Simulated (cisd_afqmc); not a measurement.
Input (AFQMC/CISD/cc-pVTZ; cisd_afqmc is a phaseless AFQMC code with CISD trial states that reads the integrals written by Ansatz):

Ansatz 0.2 input:
```python
import cisd_afqmc

open("ham.yaml", "w").write("""\
crystal:
  periodic: [false, false, false]
  atoms:
    - {symbol: N, position_ang: [-0.00000000, -0.00000000, -0.54544247]}
    - {symbol: N, position_ang: [0.00000000, 0.00000000, 0.54544247]}
basis:
  gaussian:
    orbitals: cc-pVTZ
magnetization: {spin_polarized: false}
correlation: {method: ccsd, electrons: outside_noble_gas, hamiltonian_folder: ham}
""")
rep = cisd_afqmc.ansatz("ham.yaml")
e_ccsd = rep["correlation"]["coupled_cluster"]["energy"]["hartree"]
out = cisd_afqmc.run("ham", e_ccsd, trial="CISD", walkers=100, populations=8, threads=8, dt=0.005, steps=40, early=24, settle=10, least=32,
    cut=5e-5, rank_cut=2e-4, target=0.0004, seconds=1500, seed=1, memory=17280, gpu=False)
```

Output:

```
orbitals 58, occupied [5], factors 311 of 365, rank of the doubles 165 of 265
E(HF) = -108.984664
E(CCSD) on the cut factors = -109.355264, shift to the whole factors -0.000001
Energy of the trial state on the determinant = -109.355394
  tau behind 7.2 of longer steps, mean of the populations' last blocks
   2.0  -109.37312
   4.0  -109.37465
   6.0  -109.37334
   8.0  -109.37490
  10.0  -109.37460
  12.0  -109.37387
  14.0  -109.37637
  16.0  -109.37512
  18.0  -109.37588
  20.0  -109.37425
  22.0  -109.37524
  24.0  -109.37266
  26.0  -109.38565
  28.0  -109.37408
  30.0  -109.37607
  32.0  -109.37285
  34.0  -109.37140
  36.0  -109.37528
blocks 1401 (7 outliers left out), error by blocks joined: 1: 0.00021, 2: 0.00025, 4: 0.00029, 8: 0.00035, 16: 0.00040
E(AFQMC/CISD) = -109.37435 +/- 0.00040
```
